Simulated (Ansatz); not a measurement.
Barrier from NH2 (SMILES [NH2], doublet) + CH3 (SMILES [CH3], doublet) to the saddle point below; all geometries are those of the HTBH38 set.
```xyz
7

C     -1.1996    -0.0111     0.0000
N      1.4007     0.1299     0.0000
H     -1.4267    -0.5129     0.9331
H     -1.4199    -0.5914    -0.8881
H     -1.5202     1.0228    -0.0458
H      0.1889     0.1269     0.0010
H      1.5703    -0.8877    -0.0001
```
Charge 0, spin multiplicity 3.

Total energies in hartree (Ansatz, an electronic-structure program). UHF or UKS for unpaired electrons; spin-orbit terms are left out. Correlated methods leave the cores frozen. No relativity. The UHF reference of CH5N (saddle point or complex, triplet) is spin-contaminated (<S^2> up to 0.06 over the pure value in the sets run).

| species | HF/aug-cc-pVTZ | CCSD(T)/aug-cc-pVTZ | HF/aug-cc-pVQZ | CCSD(T)/aug-cc-pVQZ | CCSD(T)/aug-cc-pVDZ | CCSDT(Q)/aug-cc-pVDZ |
|---|---|---|---|---|---|---|
| 1: NH2 (SMILES [NH2], doublet) | -55.58805 | -55.79983 | -55.59138 | -55.81308 | -55.75170 | -55.75241 |
| 2: CH3 (SMILES [CH3], doublet) | -39.57801 | -39.76365 | -39.58044 | -39.77334 | -39.72420 | -39.72481 |
| 3: CH5N (complex or saddle point, triplet) | -95.13326 | -95.55033 | -95.13882 | -95.57250 | -95.46384 | -95.46559 |

Problem. Work out the barrier height (electronic, no zero-point energy) in kcal/mol: take Hartree-Fock from aug-cc-pVQZ, extrapolate the CCSD(T) correlation energy as X^-3 (X = 3, 4), and add CCSDT(Q) - CCSD(T) in aug-cc-pVDZ. 1 hartree = 627.51 kcal/mol.

Solution. 
Species 1: correlation (64·(-0.22170) - 27·(-0.21178))/37 = -0.22894; step -0.00071; E1 = -55.59138 + (-0.22894) + (-0.00071) = -55.82103
Species 2: correlation (64·(-0.19290) - 27·(-0.18564))/37 = -0.19820; step -0.00061; E2 = -39.58044 + (-0.19820) + (-0.00061) = -39.77925
Species 3: correlation (64·(-0.43368) - 27·(-0.41707))/37 = -0.44580; step -0.00175; E3 = -95.13882 + (-0.44580) + (-0.00175) = -95.58637
-1·E1 -1·E2 +1·E3 = 0.01391 hartree = 8.7 kcal/mol. Published benchmark value: 8.0 kcal/mol (Zhao et al., J. Phys. Chem. A 109, 2012 (2005), HTBH38), a best estimate, not a measurement. The composite differs from it by +0.7 kcal/mol; core, relativistic and spin-orbit terms are not in it.
